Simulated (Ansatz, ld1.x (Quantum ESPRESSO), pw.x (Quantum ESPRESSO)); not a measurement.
## pw.x on bcc Nb: one setting changed

Potential: norm-conserving Troullier–Martins (Kleinman–Bylander form), ld1.x (Quantum ESPRESSO) 7.5, PBE; core [Kr], reference 4d4 5s1 5p0; waves: 5p (bound, empty): rc 4.00 bohr; 4d (bound): rc 2.05 bohr; 4f channel at 0.1 Ry: rc 3.05 bohr; 5s (bound): rc 3.15 bohr; local part: the s channel; core correction: a·sin(br)/r model core, default radius (core density twice the valence density).

The reference run (k-mesh 14³, cutoffs 50/200 Ry, Fermi–Dirac 0.01 Ry, mixing_beta 0.4, conv_thr 1e-9, no spin) gives 0.59 GPa at 18.179 Å³/atom, where all-electron LAPW gives 0.16 GPa. This run, with its own iteration cap, changes nspin = 2 with starting_magnetization to 0.5.

```
&control
  calculation='scf', prefix='x', pseudo_dir='./', outdir='./tmp', tstress=.true., disk_io='none'
/
&system
  ibrav=0, nat=1, ntyp=1, ecutwfc=50, ecutrho=200, nbnd=9,
  occupations='smearing', smearing='fd', degauss=0.01, nspin=2, starting_magnetization(1)=0.5
/
&electrons
  conv_thr=1e-09, mixing_beta=0.4, electron_maxstep=50
/
ATOMIC_SPECIES
Nb 1.0 Nb.UPF
CELL_PARAMETERS angstrom
  -1.65641822 1.65641822 1.65641822
  1.65641822 -1.65641822 1.65641822
  1.65641822 1.65641822 -1.65641822
ATOMIC_POSITIONS crystal
Nb 0.0000 0.0000 0.0000
K_POINTS automatic
14 14 14 0 0 0
```

```bash
pw.x < Nb.scf.in > Nb.scf.out
```

Q: How does the run end?

A: It converges in 11 iterations; the free energy moves by +0.0 meV/atom and the pressure by +0.00 GPa. The result is that of the reference run.

```
Message from routine setup:
     using ibrav=0 with symmetry is DISCOURAGED, use correct ibrav instead
     lattice parameter (alat)  =       5.4216  a.u.
     unit-cell volume          =     122.6780 (a.u.)^3
     number of electrons       =         5.00
     number of Kohn-Sham states=            9
     kinetic-energy cutoff     =      50.0000  Ry
     charge density cutoff     =     200.0000  Ry
     scf convergence threshold =      1.0E-09
     Exchange-correlation= PBE
     atomic species   magnetization
     number of k points=   104  Fermi-Dirac smearing, width (Ry)=  0.0100
     iteration #  1     ecut=    50.00 Ry     beta= 0.40
     total energy              =     -17.42735900 Ry
     estimated scf accuracy    <       0.08553162 Ry
     total magnetization       =     0.88 Bohr mag/cell
     absolute magnetization    =     0.88 Bohr mag/cell
     iteration #  2     ecut=    50.00 Ry     beta= 0.40
     total energy              =     -17.43991780 Ry
     estimated scf accuracy    <       0.01818107 Ry
     total magnetization       =     0.73 Bohr mag/cell
     absolute magnetization    =     0.73 Bohr mag/cell
     iteration #  3     ecut=    50.00 Ry     beta= 0.40
     negative rho (up, down):  8.195E-07 0.000E+00
     total energy              =     -17.44716204 Ry
     estimated scf accuracy    <       0.00128345 Ry
     total magnetization       =     0.48 Bohr mag/cell
     absolute magnetization    =     0.48 Bohr mag/cell
     [... 5 iterations left out ...]
     iteration #  9     ecut=    50.00 Ry     beta= 0.40
     total energy              =     -17.45226730 Ry
     estimated scf accuracy    <       0.00000009 Ry
     total magnetization       =     0.00 Bohr mag/cell
     absolute magnetization    =     0.00 Bohr mag/cell
     iteration # 10     ecut=    50.00 Ry     beta= 0.40
     total energy              =     -17.45226734 Ry
     estimated scf accuracy    <          1.3E-09 Ry
     total magnetization       =    -0.00 Bohr mag/cell
     absolute magnetization    =     0.00 Bohr mag/cell
     iteration # 11     ecut=    50.00 Ry     beta= 0.40
     the Fermi energy is    10.9633 ev
!    total energy              =     -17.45226735 Ry
     estimated scf accuracy    <          3.7E-10 Ry
     smearing contrib. (-TS)   =      -0.00654358 Ry
     The total energy is F=E-TS. E is the sum of the following terms:
     one-electron contribution =       8.11341786 Ry
     hartree contribution      =       0.14929611 Ry
     xc contribution           =     -11.17557860 Ry
     ewald contribution        =     -14.53285914 Ry
     total magnetization       =     0.00 Bohr mag/cell
     absolute magnetization    =     0.00 Bohr mag/cell
     convergence has been achieved in  11 iterations
          total   stress  (Ry/bohr**3)                   (kbar)     P=        5.83
     Message from routine punch:
     Nothing written, as per user request (disk_io='none')
```

The run took about 18 s on one core of a shared host (Neoverse-V1, 32 threads, 247 GiB, load 23).
